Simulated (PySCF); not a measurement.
**Bond curve of BN**

Set-up: basis B cc-pVTZ, N cc-pVTZ; no relativity; PySCF 2.14. Energies in eV from B + N in their ground configurations at the same level. State: ³Π (triplet), unpaired electrons σ ↑, π ↑.

All columns are TPSSh. A positive dipole means B(−)N(+).

| R (Å) | E (eV) | μ (D) | Mulliken charge on B (basis-dependent) | HOMO (eV) | LUMO (eV) | Mayer bond order | ⟨S²⟩ |
| --- | --- | --- | --- | --- | --- | --- | --- |
| 1.186 | -3.965 | -1.85 | -0.02 | -8.42 | -6.28 | 2.54 | 2.00 |
| 1.239 | -4.433 | -1.88 | 0.03 | -8.26 | -6.05 | 2.51 | 2.00 |
| 1.278 | -4.614 | -1.89 | 0.06 | -8.09 | -5.89 | 2.49 | 2.00 |
| 1.318 | -4.681 | -1.91 | 0.09 | -7.93 | -5.74 | 2.46 | 2.01 |
| 1.357 | -4.658 | -1.92 | 0.12 | -7.78 | -5.60 | 2.43 | 2.01 |
| 1.410 | -4.523 | -1.92 | 0.15 | -7.60 | -5.42 | 2.39 | 2.01 |
| 1.476 | -4.238 | -1.90 | 0.19 | -7.40 | -5.23 | 2.32 | 2.01 |
| 1.555 | -3.798 | -1.85 | 0.21 | -7.17 | -5.02 | 2.22 | 2.01 |

A fit through these points gives, at Re = 1.327 Å, μ = -1.91 D and dμ/dR = -0.251 D/Å; the reduced mass is 6.164 u.

Question: How strong is the fundamental in the double-harmonic approximation, I = 42.26·(dμ/dR)²/μred km/mol?

Answer: I = 42.26·(-0.251)²/6.164 = 0.432 km/mol at TPSSh.

The state is the lowest determinant that a PBE0 search found; another state may lie lower at other levels.
